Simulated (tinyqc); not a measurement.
Stretching all distances: RHF, UHF, MP2, CISD and CCSD against full CI in the sto-6g basis, for HF, spin multiplicity 1. Computed by the program tinyqc with PySCF. 

Geometry (angstrom):
```
atom       x       y       z
F     0.0000  0.0000  0.0000
H     0.0000  0.0000  0.7990
```

All coordinates are multiplied by the scale. c0^2 is the weight of the RHF determinant in the lowest singlet FCI state (UHF is spin-contaminated and may lie near states of higher spin) and n(LUMO) the first natural occupation beyond the occupied space.

Full CI energy (hartree) and errors against it (kcal/mol):
```
scale  distance 1-2 (angstrom)     E(FCI)      RHF     UHF     MP2   CISD   CCSD  <S^2> UHF   c0^2  n(LUMO)
0.860                    0.687  -99.34860    7.910   7.910   2.047  0.000  0.000      0.000  0.995    0.010
1.180                    0.943  -99.52954   17.561  17.561   5.924  0.000  0.000      0.000  0.983    0.034
1.500                    1.198  -99.50776   34.567  34.567  13.859  0.000  0.000   2.24e-03  0.950    0.099
1.820                    1.454  -99.45662   60.534  31.905  26.645  0.000  0.000      0.659  0.883    0.232
2.130                    1.702  -99.41919   92.658  17.170  41.383  0.000  0.000      0.877  0.789    0.418
2.450                    1.958  -99.39847  127.358   7.234  53.071  0.000  0.000      0.957  0.691    0.613
2.770                    2.213  -99.38955  157.718   2.713  55.755  0.000  0.000      0.985  0.617    0.762
```

UHF parts from RHF first at scale 1.82 of those listed, where <S^2> leaves zero. The weight c0^2 goes from 1.00 to 0.62 and n(LUMO) from 0.01 to 0.76: static correlation grows as the bonds break into open-shell fragments. The spread of the error along the curve, which distorts its shape, is CISD 0.0, CCSD 0.0, UHF 31.9, MP2 53.7, RHF 149.8 kcal/mol. With one virtual orbital CISD and CCSD are exact.
